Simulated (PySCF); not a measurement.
**A small calculation by hand: oscillator strength and radiative lifetime**

dichloromethane (CH2Cl2), SMILES ClCCl.

Geometry: r2SCAN-D4/def2-TZVP.

TDDFT-PBE/def2-SVPD (PySCF) puts the first singlet state with f over 0.02 at 6.62 eV (vertical), with the transition dipole (0.481, 0.000, 0.000) in atomic units.

Find the oscillator strength, the wavelength and the radiative lifetime that this transition would have in vacuum if emission retraced absorption.


|μ|² = 0.2314 au, so |μ| = 1.22 D. ΔE = 6.62/27.211 = 0.2433 hartree. f = (2/3) ΔE |μ|² = 0.038 (the program prints 0.038).
λ = 1239.84/6.62 = 187 nm; ν = 53394 cm⁻¹.
Einstein's coefficient A = 0.6670 ν² f s⁻¹ (ν in cm⁻¹) = 7.1e7 s⁻¹, so τ = 1/A = 14 ns. This state is S2; the lower singlet has f = 0.000. The figure is the radiative limit of this one transition; relaxation, internal conversion, crossing to triplets and a medium change what is measured.
